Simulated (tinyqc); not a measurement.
MP2 on RHF in the sto-6g basis, frozen core, for H3O+, spin multiplicity 1, step by step. One step of it, computed by the program tinyqc.

Question. Iteration 8 (converged): orbitals. Diagonalise F' = X^T F X, C = X C', fill 5 alpha and 5 beta electrons from the bottom; D = 2 C_occ C_occ^T. Each column has its largest component positive (the first on a tie).

converged F (hartree), order 1O 1s, 1O 2s, 1O 2px, 1O 2py, 1O 2pz, 2H 1s, 3H 1s, 4H 1s:
```
[[-21.092219, -5.096450, 0.000006, 0.000000, 0.017075, -1.026345, -1.026093, -1.026093],
 [-5.096450, -2.839529, 0.000050, 0.000000, 0.083618, -1.080712, -1.080538, -1.080538],
 [0.000006, 0.000050, -0.858317, 0.000000, -0.000003, -0.602812, 0.301672, 0.301672],
 [0.000000, 0.000000, 0.000000, -0.858146, 0.000000, 0.000000, -0.521898, 0.521898],
 [0.017075, 0.083618, -0.000003, 0.000000, -0.881287, 0.200411, 0.200369, 0.200369],
 [-1.026345, -1.080712, -0.602812, 0.000000, 0.200411, -0.805893, -0.343468, -0.343468],
 [-1.026093, -1.080538, 0.301672, -0.521898, 0.200369, -0.343468, -0.805809, -0.343716],
 [-1.026093, -1.080538, 0.301672, 0.521898, 0.200369, -0.343468, -0.343716, -0.805809]]
```

X, order 1O 1s, 1O 2s, 1O 2px, 1O 2py, 1O 2pz, 2H 1s, 3H 1s, 4H 1s:
```
[[-0.342253, -0.000058, 0.000000, 0.743685, 0.614794, 0.000000, 0.000140, 0.141413],
 [1.253577, 0.000145, 0.000000, -0.103517, 0.175957, 0.000000, 0.000187, 0.427854],
 [-0.000013, -0.919145, 0.000000, -0.000096, -0.000084, 0.000000, 0.669143, -0.000110],
 [0.000000, 0.000000, 0.918786, 0.000000, 0.000000, 0.669348, 0.000000, 0.000000],
 [-0.255297, -0.000017, 0.000000, -0.667411, 0.719139, 0.000000, -0.000029, -0.089557],
 [-0.549715, 0.926321, 0.000000, -0.129830, -0.105280, 0.000000, 0.442595, 0.309850],
 [-0.549306, -0.463308, -0.802327, -0.129743, -0.105187, 0.383253, -0.221294, 0.309921],
 [-0.549306, -0.463308, 0.802327, -0.129743, -0.105187, -0.383253, -0.221294, 0.309921]]
```

Give: F' = X^T F X; orbital energies; coefficients C; D after iteration 8.

Answer.

F' = X^T F X (hartree):
```
[[-0.5433, -0.0001, 0.0000, 1.9732, 1.6072, 0.0000, 0.0003, 0.1150],
 [-0.0001, 0.2198, 0.0000, 0.0004, 0.0004, 0.0000, 0.0507, 0.0000],
 [0.0000, 0.0000, 0.2196, 0.0000, 0.0000, -0.0506, 0.0000, 0.0000],
 [1.9732, 0.0004, 0.0000, -10.7733, -9.0752, 0.0000, -0.0027, -4.0242],
 [1.6072, 0.0004, 0.0000, -9.0752, -9.2046, 0.0000, -0.0024, -3.7188],
 [0.0000, 0.0000, -0.0506, 0.0000, 0.0000, -1.0557, 0.0000, 0.0000],
 [0.0003, 0.0507, 0.0000, -0.0027, -0.0024, 0.0000, -1.0559, -0.0012],
 [0.1150, 0.0000, 0.0000, -4.0242, -3.7188, 0.0000, -0.0012, -3.1652]]
```

orbital energies (hartree): [-21.0953, -1.7440, -1.0580, -1.0577, -0.8912, 0.0441, 0.2216, 0.2219]

coefficients C, order 1O 1s, 1O 2s, 1O 2px, 1O 2py, 1O 2pz, 2H 1s, 3H 1s, 4H 1s:
```
[[0.9967, -0.2284, 0.0000, 0.0000, -0.0491, -0.1421, 0.0000, 0.0000],
 [0.0157, 0.8839, 0.0001, 0.0000, 0.2598, 0.9732, 0.0000, 0.0000],
 [0.0000, -0.0001, 0.7051, 0.0000, 0.0000, -0.0001, 0.0000, -0.8919],
 [0.0000, 0.0000, 0.0000, 0.7052, 0.0000, 0.0000, 0.8916, 0.0000],
 [-0.0017, -0.0917, 0.0000, 0.0000, 0.9553, -0.3389, 0.0000, 0.0000],
 [-0.0028, 0.0952, 0.4055, 0.0000, -0.0886, -0.6397, 0.0000, 0.9432],
 [-0.0028, 0.0952, -0.2028, 0.3512, -0.0885, -0.6394, -0.8169, -0.4717],
 [-0.0028, 0.0952, -0.2028, -0.3512, -0.0885, -0.6394, 0.8169, -0.4717]]
```

D after iteration 8, order 1O 1s, 1O 2s, 1O 2px, 1O 2py, 1O 2pz, 2H 1s, 3H 1s, 4H 1s:
```
[[2.0960, -0.3981, 0.0000, 0.0000, -0.0553, -0.0404, -0.0403, -0.0403],
 [-0.3981, 1.6982, 0.0001, 0.0000, 0.3342, 0.1223, 0.1221, 0.1221],
 [0.0000, 0.0001, 0.9942, 0.0000, 0.0000, 0.5717, -0.2860, -0.2860],
 [0.0000, 0.0000, 0.0000, 0.9945, 0.0000, 0.0000, 0.4953, -0.4953],
 [-0.0553, 0.3342, 0.0000, 0.0000, 1.8418, -0.1866, -0.1865, -0.1865],
 [-0.0404, 0.1223, 0.5717, 0.0000, -0.1866, 0.3626, -0.1307, -0.1307],
 [-0.0403, 0.1221, -0.2860, 0.4953, -0.1865, -0.1307, 0.3628, -0.1307],
 [-0.0403, 0.1221, -0.2860, -0.4953, -0.1865, -0.1307, -0.1307, 0.3628]]
```
